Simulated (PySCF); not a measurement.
Species: ethyl propyl ether, C5H12O.
Bonds: C1–C2, C2–C3, C3–O4, O4–C5, C5–C6. Hydrogens: H7, H8, H9 on C1; H10, H11 on C2; H12, H13 on C3; H14, H15 on C5; H16, H17, H18 on C6.

The same species was optimised twice, with GFN2-xTB and with PBE0-D3(BJ)/def2-SVP (PySCF), and the same property calculations (PySCF, gas phase) were run on both structures.

```csv
coordinate,GFN2-xTB,PBE0-D3(BJ)/def2-SVP,change
C3–O4 (Å),1.407,1.396,-0.011
O4–C5 (Å),1.408,1.397,-0.011
C2–C3 (Å),1.524,1.513,-0.011
C5–C6 (Å),1.520,1.510,-0.010
C1–C2 (Å),1.523,1.519,-0.004
C1–C2–C3 (°),111.6,112.9,+1.3
C3–O4–C5 (°),113.2,113.9,+0.7
C2–C3–O4 (°),109.0,109.3,+0.3
O4–C5–C6 (°),109.0,109.1,+0.1
C1–C2–C3–O4 (°),180,180,0
C2–C3–O4–C5 (°),180,180,0
C3–O4–C5–C6 (°),180,-179,+1
```

Rotational constants: A = 15852, B = 1272, C = 1222 MHz (GFN2-xTB) against A = 15855, B = 1277, C = 1228 MHz (PBE0-D3(BJ)/def2-SVP). Point groups within 0.08 Å: Cs and Cs.

On the GFN2-xTB structure: HOMO (eV) -7.25 [PBE0/pcSseg-1]; LUMO (eV) 1.57 [PBE0/pcSseg-1]; dipole (D) 1.10 [PBE0/pcSseg-1]; GIAO shielding of C1 (ppm) 175.2 [PBE0/pcSseg-1]; GIAO shielding of C2 (ppm) 159.1 [PBE0/pcSseg-1]; GIAO shielding of C3 (ppm) 107.8 [PBE0/pcSseg-1]; GIAO shielding of O4 (ppm) 277.4 [PBE0/pcSseg-1]; GIAO shielding of C5 (ppm) 115.6 [PBE0/pcSseg-1]; GIAO shielding of C6 (ppm) 168.9 [PBE0/pcSseg-1].

Question: What do these properties become on the PBE0-D3(BJ)/def2-SVP structure?

Answer: 
| property | level | on GFN2-xTB | on PBE0-D3(BJ)/def2-SVP | change |
| --- | --- | --- | --- | --- |
| HOMO (eV) | PBE0/pcSseg-1 | -7.25 | -7.27 | -0.02 |
| LUMO (eV) | PBE0/pcSseg-1 | 1.57 | 1.55 | -0.02 |
| dipole (D) | PBE0/pcSseg-1 | 1.10 | 1.04 | -0.06 |
| energy, GFN2-xTB geometry as zero (kcal/mol) | PBE0/pcSseg-1 | 0.0 | -0.3 | -0.3 |
| GIAO shielding of C1 (ppm) | PBE0/pcSseg-1 | 175.2 | 173.2 | -2.0 |
| GIAO shielding of C2 (ppm) | PBE0/pcSseg-1 | 159.1 | 158.1 | -1.0 |
| GIAO shielding of C3 (ppm) | PBE0/pcSseg-1 | 107.8 | 108.6 | +0.8 |
| GIAO shielding of O4 (ppm) | PBE0/pcSseg-1 | 277.4 | 279.1 | +1.7 |
| GIAO shielding of C5 (ppm) | PBE0/pcSseg-1 | 115.6 | 116.2 | +0.6 |
| GIAO shielding of C6 (ppm) | PBE0/pcSseg-1 | 168.9 | 166.9 | -2.0 |

The heavy atoms differ by 0.015 Å rms after alignment. Among bonds between heavy atoms C2–C3, C3–O4, O4–C5 and C5–C6 change most and about equally (-0.011 to -0.010 Å). Changes are differences of the printed values. Neither structure is proved a minimum here.

The values belong to the conformer `[CH3:1][CH2:2][CH2:3][O:4][CH2:5][CH3:6]`: C1–C2–C3–O4 180°, C2–C3–O4–C5 180°, C3–O4–C5–C6 -179°.
